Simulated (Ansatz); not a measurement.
# Rock-salt HfN

Computed with LDA (plane waves, PAW; Ansatz, a first-principles code).

Settings: plane-wave cutoff 520 eV, 16×16×16 k mesh, Fermi–Dirac smearing 0.1 eV, perturbation theory, force constants from a 4×4×4 q mesh, scalar-relativistic PAW data made under PBE.

Cell: relaxed at this level.

```
Item                                     Value
-------------------------------  -------------
zone-centre TO phonon frequency       515 cm⁻¹
zero-point energy                0.062 eV/atom
```

Spin–orbit coupling is not included.

Computing time: very roughly 40 core-minutes.
